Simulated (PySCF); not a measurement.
Bond stretch in SMILES C=CC. The C1–H9 bond (C1 also carries C, H, H; H9 carries nothing else) is pulled apart rigidly from the PBE0/def2-TZVP optimised geometry.

Methods: UHF/cc-pVDZ (PySCF); RHF/cc-pVDZ (PySCF); UKS-BHandHLYP = unrestricted BHandHLYP/cc-pVDZ run with PySCF 2.14.0; RKS-BHandHLYP = restricted BHandHLYP/cc-pVDZ (PySCF 2.14.0); UKS-PBE0 = unrestricted PBE0/cc-pVDZ (PySCF); RKS-PBE0 = restricted PBE0/cc-pVDZ (PySCF).

Scanned distances (Å): 0.88, 0.94, 0.98, 1.02, 1.06, 1.09, 1.13, 1.16, 1.20, 1.27, 1.36, 1.47, 1.63, 1.78, 1.94, 2.16, 2.42, 2.70, 2.92, 3.29, 3.78.

Task: Where does the unrestricted solution first break spin symmetry (<S²> of 0.01 or more)?

Result: UHF: between 1.63 and 1.78 Å; UKS-BHandHLYP: between 1.78 and 1.94 Å; UKS-PBE0: between 1.94 and 2.16 Å.

```
R / Å  <S²> UHF  E(RHF) − E(UHF) / mEh  <S²> UKS-BHandHLYP  E(RKS-BHandHLYP) − E(UKS-BHandHLYP) / mEh  <S²> UKS-PBE0  E(RKS-PBE0) − E(UKS-PBE0) / mEh
-----  --------  ---------------------  ------------------  -----------------------------------------  -------------  -------------------------------
0.88       0.00                    0.0                0.00                                        0.0           0.00                              0.0
0.94       0.00                    0.0                0.00                                        0.0           0.00                              0.0
0.98       0.00                    0.0                0.00                                        0.0           0.00                              0.0
1.02       0.00                    0.0                0.00                                        0.0           0.00                              0.0
1.06       0.00                    0.0                0.00                                        0.0           0.00                              0.0
1.09       0.00                    0.0                0.00                                        0.0           0.00                              0.0
1.13       0.00                    0.0                0.00                                        0.0           0.00                              0.0
1.16       0.00                    0.0                0.00                                        0.0           0.00                              0.0
1.20       0.00                    0.0                0.00                                        0.0           0.00                              0.0
1.27       0.00                    0.0                0.00                                        0.0           0.00                              0.0
1.36       0.00                    0.0                0.00                                        0.0           0.00                              0.0
1.47       0.00                    0.0                0.00                                        0.0           0.00                              0.0
1.63       0.00                    0.0                0.00                                        0.0           0.00                              0.0
1.78       0.32                    3.8                0.00                                        0.0           0.00                              0.0
1.94       0.59                   16.5                0.15                                        0.8           0.00                              0.0
2.16       0.80                   39.7                0.50                                        9.7           0.37                              3.1
2.42       0.92                   68.4                0.75                                       26.5           0.71                             15.9
2.70       0.98                   96.7                0.89                                       45.9           0.88                             32.5
2.92       1.00                  116.2                0.94                                       59.9           0.94                             44.7
3.29       1.02                  143.9                0.98                                       79.8           0.98                             61.8
3.78       1.03                  172.0                1.00                                       99.4           1.00                             77.9
```
